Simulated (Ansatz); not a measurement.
**The magnesium atom: basis-set convergence**

One table from this session's results is given with a row withheld; the runs are named, their logs left out.

Computed with Ansatz 0.2.0, Gaussian basis. Level: one geometry, several basis sets.

Levels to be run: PBE0/def2-SVP; ωB97M-V/def2-SVP; PBE0/def2-QZVPP; ωB97M-V/def2-QZVPP; the functionals' def2-TZVPP values are taken from earlier runs.

## The atom

1 atom, charge 0, spin multiplicity 1.

The first run:

in.yaml

```yaml
crystal:
  periodic: [false, false, false]
  atoms:
    - {symbol: Mg, position_ang: [0.000000, 0.000000, 0.000000]}
basis:
  gaussian: {orbitals: def2-SVP}
hamiltonian: {xc: pbe0}
output: {orbitals: {seedname: orbitals}}
```

Steps of the session up to this table: PBE0 in def2-SVP; ωB97M-V in def2-SVP; PBE0 in def2-QZVPP; ωB97M-V in def2-QZVPP.

One of the session's tables, all rows but one given; the rest of the session is left out.

It belongs to the step «Density functionals: the series». 

| functional | basis | HOMO (eV) |
| --- | --- | --- |
| PBE0 | def2-SVP | -5.41 |
| PBE0 | def2-TZVPP | -5.43 |
| PBE0 | def2-QZVPP | -5.43 |
| ωB97M-V | def2-SVP | -7.11 |
| ωB97M-V | def2-TZVPP | ? |
| ωB97M-V | def2-QZVPP | -7.15 |

Q: Estimate the row for ωB97M-V, def2-TZVPP from the others.

As computed: HOMO (eV): -7.14. In the column «HOMO (eV)» it lies between ωB97M-V, def2-QZVPP (-7.15) and ωB97M-V, def2-SVP (-7.11).
